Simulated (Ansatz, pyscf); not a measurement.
`[NH2][SiH2][F]` → `[F][SiH]` [singlet] + `[NH3]`, a 1,1-elimination on the singlet surface: N–Si, H–Si broken, H–N formed. PySCF, gas phase, ωB97X-D3(BJ)/def2-SVP geometries. Wave-function energies: Ansatz (a program for electronic structure), frozen core, RHF or UHF references. In kJ/mol, from the reactant's lowest minimum found.

```tsv
level	barrier	reaction energy
ωB97M-D3(BJ)/def2-TZVP	324.66	+266.67
PBE/def2-TZVP	279.81	+260.80
CCSD(T)/cc-pV(D+d)Z	326.64	+252.08
CCSDT(Q)/cc-pV(D+d)Z	324.34	+251.66
CCSD(T)/cc-pV(T+d)Z	328.75	+268.98
CCSD(T)/cc-pV(Q+d)Z	330.33	+275.32
```

In cc-pV(D+d)Z, going from CCSD(T) to CCSDT(Q) shifts the barrier by -2.30 and the reaction energy by -0.42 kJ/mol. With HF in the quadruple-zeta basis and the correlation energy extrapolated as X⁻³ from X = 3, 4, CCSD(T) gives 331.26 and +279.46; adding the double-zeta shift gives ΔE‡ = 328.96 and ΔE = +279.04 kJ/mol, without core correlation, relativity or geometry relaxation at these levels. On the product side the descent ends in an adduct with a N–Si contact, 111.97 kJ/mol under the separated species and 159.19 kJ/mol under the saddle at ωB97X-D3(BJ)/def2-TZVP. What is counted as broken (N–Si) persists as a longer contact in the product adduct; parting that adduct is a step of its own. One saddle was located; it need not be the lowest between these sides. The CCSD(T) − MP2 part came from Ansatz, without density fitting, on the same reference.
